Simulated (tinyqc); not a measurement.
The basis set: RHF and MP2 along a ladder of basis sets, for HF, spin multiplicity 1. Computed by the program tinyqc with PySCF. Same geometry throughout; the dipole is taken about the origin.

Geometry (angstrom):

| atom | x | y | z |
|---|---|---|---|
| F | 0.0000 | 0.0000 | 0.0000 |
| H | 0.0000 | 0.0000 | 0.8060 |

RHF and frozen-core MP2 in a ladder of bases:

| basis | functions | E(RHF) (hartree) | E(MP2 corr) (hartree) | HOMO (eV) | LUMO (eV) | dipole (debye) |
|---|---|---|---|---|---|---|
| sto-3g | 6 | -98.533416 | -0.012941 | -12.7901 | 20.4773 | 1.4003 |
| 3-21g | 11 | -99.434919 | -0.116002 | -16.5676 | 8.3111 | 2.0330 |
| 6-31g | 11 | -99.963921 | -0.121574 | -17.4586 | 6.4825 | 2.1377 |
| 6-31g** | 19 | -99.995499 | -0.176381 | -17.3855 | 6.7712 | 1.7813 |
| cc-pvdz | 19 | -100.004856 | -0.196706 | -17.4444 | 5.5617 | 1.7286 |
| aug-cc-pvdz | 32 | -100.019216 | -0.215786 | -18.0347 | 1.0463 | 1.7223 |
| cc-pvtz | 44 | -100.044621 | -0.266340 | -17.8380 | 4.3043 | 1.7328 |

What does the comparison show, and why?

From cc-pVDZ to cc-pVTZ the RHF energy falls by 39.8 mhartree and the correlation energy by 69.6. If valence correlation converges as X^-3, (27 E(T) - 8 E(D))/19 gives -0.2957 hartree, a rough estimate from such small X that usually falls short; STO-3G holds about 4 % of it. Beyond STO-3G the LUMO moves by 7.3 eV and the HOMO by 1.5 eV; diffuse functions lower the positive LUMO sharply, since an unbound virtual level tracks the most diffuse function.
